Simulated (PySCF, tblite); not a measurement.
C4H10P2.
Numbering: `[CH3:1]/[CH:2]=[P:3]/[CH2:4][CH2:5][PH2:6]` (hydrogens: H7, H8, H9 on C1; H10 on C2; H11, H12 on C4; H13, H14 on C5; H15, H16 on P6)

Cartesian coordinates in Å at the GFN2-xTB level; atoms count from 1:
```xyz
16
C4H10P2 angstrom
C      2.9768    0.3026    0.1458
C      1.6239   -0.2248    0.4747
P      0.4438   -0.4992   -0.6800
C     -0.9711   -1.1017    0.3803
C     -1.8639    0.1013    0.6749
P     -1.7696    1.2467   -0.7873
H      3.0796    0.4729   -0.9236
H      3.7495   -0.3969    0.4686
H      3.1539    1.2445    0.6679
H      1.4480   -0.4586    1.5186
H     -1.5292   -1.8428   -0.2005
H     -0.6144   -1.5848    1.2925
H     -2.8953   -0.1902    0.8900
H     -1.4759    0.6526    1.5379
H     -2.9731    1.9143   -0.5233
H     -2.3906    0.3730   -1.6805
```

Jobs on this species (16 atoms, 64 electrons) with PySCF (density fitting) and tblite. Hardware of each: one thread of an Arm Neoverse V1, shared host. Times come from a shared host and carry two figures at best.

```tsv
level and settings	work	basis functions	SCF cycles	wall time
PBE0/pcSseg-1	shieldings, charges and field gradients	166	?	?
GFN2-xTB	L-BFGS relaxation	–	–	1.5 s
GFN2-xTB	Hessian by finite differences	–	–	0.52 s
```

Problem. Fill in the missing figures.

Solution. 
- PBE0/pcSseg-1; shieldings, charges and field gradients: 22 s, 14 SCF cycles

Problem. What do all jobs in the table cost together?

Solution. About 24 s; the longest takes about 92 % of that, and about 42 times as long as the shortest.
